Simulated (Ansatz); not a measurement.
## quartet C2(+): levels of theory in one basis

```xyz
2

C     0.0000    0.0000    0.0000
C     0.0000    0.0000    1.4040
```

Basis set: def2-SVP (spherical functions). Left uncorrelated: 2 orbitals. Correlation on ROHF uses semicanonical orbitals with singles. Charge 1, multiplicity 4.

Computed with Ansatz (development build ahead of 0.2.0); each method stands on the lowest determinant of its kind that the runs found.

| method | E − E(ROHF) (eV) | <S²> of the determinant |
| --- | --- | --- |
| ROHF | 0.00 | 3.75 |
| UHF | -0.07 | 3.91 |
| ROHF-MP2 | -3.57 | – |
| UHF-MP2 | -3.39 | 3.91 |
| ROHF-CCSD(T) | -5.22 | – |
| UHF-CCSD(T) | -5.21 | 3.91 |

Caution: the determinant may break the point group. Caution for UHF, UHF-MP2, UHF-CCSD(T): the unrestricted determinant is spin contaminated. Caution for ROHF-MP2, UHF-MP2, ROHF-CCSD(T), UHF-CCSD(T): another reference gives a lower total.
